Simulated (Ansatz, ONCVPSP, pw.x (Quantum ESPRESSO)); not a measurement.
# manganese (diamond): variants of one ONCV potential in the solid

```json
{
  "Element": "Mn (Z = 25)",
  "Generator": "ONCVPSP 4.0.1.1 (patched build)",
  "Type": "optimised norm-conserving Vanderbilt (ONCV)",
  "Functional": "PBEsol",
  "Relativity": "scalar-relativistic",
  "Frozen core": "[Ar]",
  "Valence charge": "7",
  "Reference configuration": "3d5 4s1 (charge +1)",
  "Partial waves": "4s: rc 2.00 bohr, ncon 3, nbas 6, qcut 3.3 1/bohr, 2 projectors, debl 2.7 Ha; p scattering state at 0.14 Ha: rc 2.00 bohr, ncon 4, nbas 7, qcut 4.7 1/bohr, 1 projector; 3d: rc 1.90 bohr, ncon 4, nbas 9, qcut 7.1 1/bohr, 3 projectors, debl 2.1 Ha",
  "Local potential": "polynomial inside 1.20 bohr (lpopt 2, dvloc0 1 Ha)",
  "Core correction": "Teter function, fcfact 3, rcfact 1.05"
}
```

In the p channel the program set the typed energies aside and used 0.050 Ha.

Crystal test: diamond Mn in pw.x 7.5, no spin, 9³ k-points, Fermi–Dirac smearing 0.01 Ry, cutoffs set for each file from its atomic test. The reference is all-electron LAPW (Ansatz 0.2.0) with the same functional, mesh and smearing; V0 and B0 come from Birch–Murnaghan fits to the pressures at five volumes. Errors are pseudo minus all-electron; Δ is the rms difference of the E(V) curves that follow from these fits, minima aligned, over ±6 % about the mean V0. Mesh and smearing are coarse, so the numbers serve the comparison and aren't converged zero-temperature values; the lattice is a test structure that the element need not adopt. Spin polarisation and strong correlation are left out, which matters for this element.

All-electron: a0 = 4.884 Å (V0 = 14.56 Å³/atom), B0 = 159.8 GPa.

Base: This is a poor potential for the solid.

A dash in a converged row means that the minimum lies outside the volumes sampled.

```tsv
change	cutoffs (Ry)	pw.x	a0 (Å)	a0 error (%)	B0 error (%)	Δ (meV/atom)	mean pressure error (GPa)
base	85/340	converged; energies reset by the program	–	–	–	–	-8.76
local potential polynomial inside 1.20 bohr (lpopt 2, dvloc0 -2 Ha)	85/340	converged; energies reset by the program	–	–	–	–	-9.97
local potential polynomial inside 1.20 bohr (lpopt 2, dvloc0 4 Ha)	85/340	converged; energies reset by the program	4.796	-1.80	-0.2	27.3	-8.13
local potential polynomial inside 1.20 bohr (lpopt 2, dvloc0 5.5 Ha)	85/340	converged; energies reset by the program	4.798	-1.75	-0.3	26.5	-7.91
local potential polynomial inside 1.20 bohr (lpopt 2, dvloc0 8.5 Ha)	85/340	converged; energies reset by the program	4.802	-1.67	-0.7	25.3	-7.56
```
